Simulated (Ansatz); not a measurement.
Elastic constant C44 (GPa) of solids drawn from the class of elemental solids other than molecular ones, at two levels: LDA in Ansatz (plane waves, PAW), and PBEsol (Ansatz, a first-principles code, plane waves, PAW).

```
solid           LDA  PBEsol  shift (%)
-------------  ----  ------  ---------
fcc Cu          102    95.9       -6.0
hcp Ru          216     207       -4.2
hcp Sc         34.3    32.2       -6.1
fcc Pb         21.1    20.2       -4.3
hcp Re          180     174       -3.3
double-hcp La  17.4    16.5       -5.2
hcp Cd         18.5    15.9      -14.1
fcc Ni          161     154       -4.3
fcc Au         40.9    39.6       -3.2
bcc Cs         1.70    1.48      -12.9
```

The shifts run from -14.1 % to -3.2 %, with a median of -4.8 %.

Over all 10 rows PBEsol is the larger in 0.

Ansatz's runs of these crystals have no spin polarisation, but for fcc Ni.

Density-functional runs with spin start from parallel moments for fcc Ni.

Spin–orbit coupling is left out, also for the solids with elements from indium on (fcc Pb, hcp Re, double-hcp La, fcc Au, bcc Cs); its size isn't shown.

Each level is taken at its own relaxed cell. Ansatz's density-functional and Hartree–Fock values are scalar-relativistic unless marked +SOC, with PAW data made under PBE.
